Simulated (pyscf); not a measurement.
## Four-centre exchange: `[CH3][Zn]` [doublet] + `[CH3][SH]` → `[CH4]` + `[CH3][S][Zn]` [doublet]

Gas phase, doublet surface, charge 0. Bonds broken: C1–Zn2, S3–H7. Bonds formed: C1–H7, Zn2–S3. Optimised with ωB97X-D3(BJ)/def2-SVP in PySCF.

Transition state (Å):

```xyz
11

C      1.2184    -0.2406     0.1113
Zn     0.9096     1.0042    -1.6666
S     -0.2258     2.5112    -0.0611
H      0.7780    -1.1781    -0.2690
H      0.9604    -0.1956     1.1852
H      2.3174    -0.3297     0.0624
H      0.5545     1.1509     0.2084
C     -1.8093     1.6424    -0.2848
H     -1.6466     0.5635    -0.4528
H     -2.3483     2.0561    -1.1486
H     -2.4323     1.7619     0.6127
```

One imaginary mode, 1366i cm⁻¹; descent along it reached the two sides named, in the forms told below.

| bond | change | reactant side (Å) | saddle | product side |
|---|---|---|---|---|
| C1–Zn2 | breaks | 2.014 | 2.192 | 3.4 |
| S3–H7 | breaks | 1.347 | 1.591 | 3.0 |
| C1–H7 | forms | 3.0 | 1.545 | 1.100 |
| Zn2–S3 | forms | 2.8 | 2.477 | 2.256 |

Electronic energies relative to the separated reactants (eV):

```json
[
 {"level": "ωB97X-D3(BJ)/def2-TZVP", "barrier": "0.67", "reaction energy": "-1.25", "reverse barrier": "1.92"},
 {"level": "PBE/def2-TZVP", "barrier": "0.53", "reaction energy": "-1.17", "reverse barrier": "1.71"},
 {"level": "r²SCAN/def2-TZVP", "barrier": "0.49", "reaction energy": "-1.22", "reverse barrier": "1.70"},
 {"level": "B3LYP-D3(BJ)/def2-TZVP", "barrier": "0.73", "reaction energy": "-1.21", "reverse barrier": "1.95"},
 {"level": "PBE0-D3(BJ)/def2-TZVP", "barrier": "0.54", "reaction energy": "-1.21", "reverse barrier": "1.75"},
 {"level": "M06-2X/def2-TZVP", "barrier": "0.61", "reaction energy": "-1.24", "reverse barrier": "1.86"},
 {"level": "ωB97M-D3(BJ)/def2-TZVP", "barrier": "0.78", "reaction energy": "-1.15", "reverse barrier": "1.93"},
 {"level": "HF/def2-TZVP", "barrier": "1.48", "reaction energy": "-1.28", "reverse barrier": "2.76"}
]
```

With ωB97M-D3(BJ)/def2-TZVP energies and thermal terms (ideal gas, 1 atm, RRHO with modes under 100 cm⁻¹ raised to 100, one conformer, R ln 2 for chiral ones without a mode under 150 cm⁻¹), in eV:

| T (K) | ΔH‡ | ΔG‡ | ΔH | ΔG |
|---|---|---|---|---|
| 298 | 0.75 | 1.19 | -1.06 | -1.03 |
| 600 | 0.77 | 1.63 | -1.07 | -1.00 |
| 900 | 0.80 | 2.05 | -1.08 | -0.96 |
| 1200 | 0.84 | 2.46 | -1.09 | -0.92 |

On the reactant side the descent ends in a complex, 0.25 eV under the separated species and 0.92 eV under the saddle at ωB97X-D3(BJ)/def2-TZVP. This is the saddle that the search found; another between the same sides may lie lower. Elements up to Kr have no core potential and no relativistic terms here.
